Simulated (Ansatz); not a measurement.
**GaSi: from a trial structure to a relaxed crystal**

Method: Ansatz 0.2.0, DFT PBE, scalar-relativistic, plane waves, PAW. Cutoff 420 eV, Γ-centred k mesh, Gaussian smearing, no spin polarisation in the final step.

GaSi was placed on the CrB structure type (Cmcm, No. 63), with Ga in place of Cr, Si in place of B, at a guessed volume.

```xyz
4
Lattice="1.8254 -4.8164 0.0000 1.8254 4.8164 0.0000 0.0000 0.0000 3.6261" Properties=species:S:1:pos:R:3 pbc="T T T"
Ga    1.8254   -3.4100    2.7196
Ga    1.8254    3.4100    0.9065
Si    1.8254   -0.4816    2.7196
Si    1.8254    0.4816    0.9065
```

Cell and atoms relax at zero pressure; the relaxation can't lower the symmetry of the start. After a coarse first stage the cell is made exact in the group found at 0.06 Å.

The zero of energy is the elements' standard structures at the same level; no fitted shifts are applied.

**Question.** Describe the relaxed structure.

**Answer.** It keeps Cmcm (No. 63). The result has the CrB (Ga on Cr sites) structure. Conventional cell: a = 3.839 Å, b = 10.362 Å, c = 3.568 Å. Ga has 5 Si at 2.69–2.74 Å; Si has 2 Si at 2.46 Å and 5 Ga at 2.69–2.74 Å.

```xyz
4
Lattice="1.9197 -5.1812 0.0000 1.9197 5.1812 0.0000 0.0000 0.0000 3.5681" Properties=species:S:1:pos:R:3 pbc="T T T"
Ga    1.9197   -3.5368    2.6761
Ga    1.9197    3.5368    0.8920
Si    1.9197   -0.8471    2.6761
Si    1.9197    0.8471    0.8920
```

**Question.** What are its volume, energy, density and gap?

**Answer.** The volume per atom is 17.75 Å³ and the density is 4.58 g/cm³. The energy over the elements is 0.23 eV/atom and the gap on the 14×14×14 mesh is 0 eV (a metal).

The final run used a 14×14×14 mesh on its 4-atom cell and 0.10 eV smearing. The k mesh leaves about 4 meV/atom of noise in metals. A structure relaxed within its symmetry needn't be a true minimum.

Cost: 3 runs of about 5.6 core-minutes in all, on Arm Neoverse V2 (shared hosts).